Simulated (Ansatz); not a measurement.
C₄H₄F₂, SMILES `CC#CC(F)F`. Charge 0, multiplicity 1.

```xyz
10

C    -0.996    1.686   -0.679
C    -0.304    0.512   -0.193
C     0.274   -0.466    0.195
C     0.962   -1.635    0.717
F     0.413   -2.778    0.229
F     2.270   -1.630    0.351
H    -1.551    2.173    0.126
H    -1.703    1.418   -1.467
H    -0.286    2.407   -1.090
H     0.922   -1.687    1.810
```

Q: List the harmonic frequencies (cm⁻¹, unscaled) at PBE0-D4/def2-TZVP in Ansatz. (Best estimate.)

A: The calculation gave: 17, 111, 142, 336, 353, 454, 564, 608, 846, 1044, 1046, 1093, 1097, 1209, 1363, 1401, 1404, 1464, 1465, 2389, 3054, 3078, 3127, 3128.

Q: Is this a minimum?

A: Yes, all 24 modes are real.

Q: Give the ideal-gas thermochemistry at 298.15 K and 1 bar (rigid rotor, harmonic oscillator; point group C1, symmetry number 1).

A: Zero-point energy 184.2 kJ/mol; H(298) − E = 204.2 kJ/mol; entropy 351.9 J/(mol·K), of which translation 165.0, rotation 113.0, vibration 73.9; G(298) − E = 99.3 kJ/mol. Modes under 100 cm⁻¹ are hindered rotations or soft bends, so the harmonic entropy is rough.

Q: And at 400, 500, 600, 800 and 1000 K?

A: 
```csv
T (K),H − E (kJ/mol),S (J/mol/K),G − E (kJ/mol)
400,214.9,382.8,61.8
500,227.2,410.2,22.1
600,241.0,435.3,-20.1
800,272.2,479.9,-111.8
1000,306.8,518.6,-211.7
```
